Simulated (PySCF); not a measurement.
Potential energy of SO along the bond

Set-up: basis S 3-21G, O 3-21G; no relativity; PySCF 2.14. Energies in eV from S + O in their ground configurations at the same level. All curves are PBE0. state 1: ³Σ⁻ (triplet), unpaired electrons π ↑↑; state 2: Ms = 0 determinant of mixed spin (⟨S²⟩ near 1.0), unpaired electrons π ↑↓, a mixture of terms (⟨Lz²⟩ = 2.0), a second solution, started from another occupation; state 3: ⁵Π (quintet), unpaired electrons σ ↑, π ↑↑↑, a second solution, started from another occupation.

```
R (Å)  state 1  state 2  state 3
1.389   -2.289   -1.915   8.2966
1.454   -3.176   -2.803   6.3410
1.518   -3.665   -3.292   4.7818
1.567   -3.837   -3.465   3.8170
1.615   -3.883   -3.512   2.9952
1.663   -3.830   -3.460   2.2993
1.728   -3.647   -3.277   1.5416
1.809   -3.293   -2.922   0.8242
1.906   -2.760   -2.385   0.2329
2.035   -1.978   -1.589  -0.2154
```

Problem. Put a parabola through the three lowest points of the state 1 curve and estimate Re, k and ωe (reduced mass 10.66 u; 1 eV/Å² = 0.16022 mdyn/Å; ωe = 1302.8·√(k/μ) cm⁻¹).

Solution. Through R = 1.567, 1.615, 1.663 Å the second-order coefficient is 21.5 eV/Å², so Re ≈ 1.613 Å, k ≈ 6.88 mdyn/Å and ωe ≈ 1047 cm⁻¹. A polynomial fit of higher order to the unrounded PBE0 energies gives Re = 1.611 Å, k = 6.79 mdyn/Å, ωe = 1040 cm⁻¹; anharmonicity and rounding make the difference.

The higher-order fit for each curve: state 1: Re = 1.611 Å, ωe = 1040 cm⁻¹, De = 3.88 eV; state 2: Re = 1.612 Å, ωe = 1040 cm⁻¹, minimum 3.51 eV below the ground-state fragments; state 3: Re = 2.238 Å, ωe = 445 cm⁻¹, minimum 0.422 eV below the ground-state fragments.

3-21G is very small, so such numbers show the basis as much as the molecule. The state is the lowest determinant that a PBE0 search found; another state may lie lower at other levels.
